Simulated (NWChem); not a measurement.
## Atomisation of methyl formate (C2H4O2)

```
O
C 1 1.3485
O 2 1.2102 1 125.80
H 2 1.1204 3 125.75 1 -179.99
C 1 1.4367 2 115.36 4 179.97
H 5 1.1042 1 106.14 2 -178.99
H 5 1.1087 6 110.42 1 -120.23
H 5 1.1088 6 110.35 7 -119.62
```
Charge 0, spin multiplicity 1.

Everything below was run with NWChem. The geometry was optimised at PBE/def2-SVP, a minimum by its harmonic frequencies. It is one conformer; others weren't searched.

Basis set: def2-TZVP. The atomisation energy is electronic alone: no zero-point, thermal, spin-orbit or counterpoise terms. No value is extrapolated to the basis-set limit. Free atoms are single determinants with multiplicities C 3, O 3, H 2. Correlated methods freeze the same cores in atoms and molecule, 4 orbitals in all.

| method | atomisation energy (kcal/mol) | relative cost |
|---|---|---|
| LDA (SVWN5) | 920.4 | 1 |
| B3LYP | 780.3 | under 3 |
| PBE0 | 784.4 | under 3 |
| PBE | 810.7 | under 3 |
| BLYP | 786.5 | under 3 |
| HF | 543.1 | under 3 |
| MP2 | 777.2 | under 3 |
| CAM-B3LYP | 786.0 | 10 |
| LC-wPBE (omega 0.3 per bohr) | 797.0 | 10 |

The values span 377.3 kcal/mol, from HF (lowest) to LDA (SVWN5) (highest). The cost column gives rough processor time relative to LDA (SVWN5); each entry includes its own SCF. Costs are the molecule's.

B3LYP has NWChem's definition, with VWN1-RPA local correlation. GW and range-separated runs recompute their integrals, the others keep them in memory, which bears on the times. No SCF solution was tested for a lower state. Open-shell Hartree-Fock references start from PBE0 orbitals; any time given for them includes that run.
